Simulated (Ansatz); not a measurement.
Isolated molecules relaxed with PBE0-D4/def2-TZVP in Ansatz; ΔE leaves out vibrations. CCSD(T)/CBS is the MP2 limit (def2-TZVPP, def2-QZVPP) plus CCSD(T) − MP2 in def2-TZVPP, frozen cores. This one scheme is used for every species. DFT in def2-TZVPP. B3LYP here is the variant with VWN-RPA as its local correlation; programs differ in this. Each species was taken in one conformer, which may not be the lowest.

`F/C=C(\F)CF` + H₂ → `C=C(F)CF` + H–F  (hydrogenolysis of a C–F bond)

Problem. Is it downhill or uphill in electronic energy at CCSD(T)/CBS, and by how much? (An estimate is asked.)

Solution. Computed: Downhill: ΔE = -30.6 kcal/mol.

Problem. What do these levels give: revPBE-D4, BLYP-D4, B97M-V, PBE0-D4, B3LYP-D4, r2SCANh-D4, PBE-QIDH, B3LYP, r2SCANh, HF/def2-TZVPP, SCS-MP2/def2-TZVPP, SCS-MP2/def2-QZVPP? (An estimate is asked.)

Solution. Computed: revPBE-D4 -25.7, BLYP-D4 -25.3, B97M-V -26.9, PBE0-D4 -28.0, B3LYP-D4 -27.0, r2SCANh-D4 -27.3, PBE-QIDH -30.1, B3LYP -27.4, r2SCANh -27.3, HF/def2-TZVPP -30.0, SCS-MP2/def2-TZVPP -30.1, SCS-MP2/def2-QZVPP -30.6 kcal/mol.

Largest T1 diagnostic among the species: 0.012.

From PBE to PBE0 (25 % exact exchange), in def2-TZVPP and without D4, ΔE moves by −2.0 kcal/mol. At CCSD(T), def2-SVP lies +4.2 kcal/mol from the extrapolated value and def2-TZVPP +0.9 kcal/mol. Leaving LDA and LC-ωPBE aside and taking each functional with its dispersion term where it has one, the values spread over 4.8 kcal/mol, from PBE-QIDH to BLYP-D4. LDA lies +0.7 kcal/mol from PBE without D4.
